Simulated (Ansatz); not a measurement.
Results of r²SCAN+SOC (PAW; Ansatz, a quantum-chemistry and plane-wave program) for fluorite CeO2.

The input as run:

Ansatz 0.2 input:
```yaml
crystal:
  lattice:
    - [0.0, 2.7362081418, 2.7362081418]
    - [2.7362081418, 0.0, 2.7362081418]
    - [2.7362081418, 2.7362081418, 0.0]
  atoms:
    - { symbol: Ce, position: [0.0, 0.0, 0.0] }
    - { symbol: O, position: [0.25, 0.25, 0.25] }
    - { symbol: O, position: [0.75, 0.75, 0.75] }
basis:
  ecutwfc: 560
  ecutrho_ratio: 4
  xc_grid: 3
kpoints:
  mp_grid: { grid: [12, 12, 12] }
hamiltonian:
  xc: r2scan
  dispersion: none
  pseudopotentials: { kind: paw }
scf:
  occupations: { method: fermi_dirac, width: 0.01 }
  convergence: { dr2_threshold: 0.0000000003 }
output:
  forces: true
  stress: true
  eigenvalues: true
magnetization:
  noncollinear: true
  spin_orbit: true
```

Problem. How many irreducible k-points, plane waves at Γ does the program set up, and what pressure does the run end with?

Solution. 72 irreducible k-points, 1243 plane waves at Γ; P = -3.63 GPa, so the cell is stretched on average and its volume would shrink at this level.

The run printed, among other lines:

```
Crystal: 3 atoms, lattice volume = 40.971 Å³
Basis set: ecut = 560 eV, 1243 PW (Γ), exchange–correlation on 90×90×90 points (27 copies of the dense FFT grid, shifted against one another)
Bands: 22, of which v1, the nominal top of the filled ones, is band 12 counted from 1 (11 counted from 0)
Symmetry: 48 space group operations
Space group: Fm-3m (ITA 225), of the structure as read, at distance tolerance 3.4e-5 Å
k-points: 72 of 1728
Initial density: superposition of atomic densities (chi_scale 0.1, normalization cell, long waves kept (reshape's long-wave potential 0.00 eV rms))
Functional: x = r2scan, c = r2scan; τ floored in thin density (d = 2e-4 eV/Å³)
SCF iter   1: F=—  HF=-7735.900251 eV  |F-HF|=—  |Δ(HF+E_count)|=         —  Δρ=1.75e-1  dr2=5.84e0  dr2_τ=2.58e-1
SCF iter   2: F=—  HF=-7733.081243 eV  |F-HF|=—  |Δ(HF+E_count)|=    2.82e0  Δρ=8.71e-2  dr2=1.20e0  dr2_τ=4.75e-1
  ...
SCF iter  14: F=—  HF=-7732.814682 eV  |F-HF|=—  |Δ(HF+E_count)|=   1.43e-7  Δρ=2.67e-6  dr2=1.88e-9  dr2_τ=1.08e-10
SCF iter  15: F=-7732.814682 eV  HF=-7732.814682 eV  |F-HF|=1.89e-10  |Δ(HF+E_count)|=   9.13e-9  Δρ=6.77e-7  dr2=2.00e-10  dr2_τ=4.47e-12
SCF 1 converged in 15 iterations: F = -7732.814682 eV  dr2 = 2.00e-10
Crystal: 3 atoms, lattice volume = 40.971 Å³
Bands: 44, of which v1, the nominal top of the filled ones, is band 24 counted from 1 (23 counted from 0)
Symmetry: 48 space group operations + 48 with time reversal
Initial density: read from a saved state, or passed on in memory by an earlier SCF of this step, an earlier step, the calling program or the single point that …
SCF 2 converged in 8 iterations: F = -7718.147227 eV  dr2 = 1.15e-11
SCF converged after 8 iterations
Free energy (F): -7718.147227 eV
Internal energy: -7718.147227 eV  (E = F + TS)
E sigma→0 (E₀):  -7718.147227 eV
Fermi energy:    11.427264 eV
--- Forces (eV/Å), atoms counted from 1 ---
  atom   1  Ce    -0.00000000     0.00000000     0.00000000
  atom   2  O     -0.00000000    -0.00000000     0.00000000
  atom   3  O     -0.00000000     0.00000000     0.00000000
--- Stress (GPa, compression-positive) ---
       -3.634058       0.000000       0.000000
        0.000000      -3.634058       0.000000
       -0.000000      -0.000000      -3.634058
  P = ⅓ Tr σ = -3.6341 GPa (-36.341 kbar)
```

The cell is one volume of an energy–volume scan, off the minimum.

The PAW data were made under PBE.

It cost roughly 50 core-seconds of CPU time.
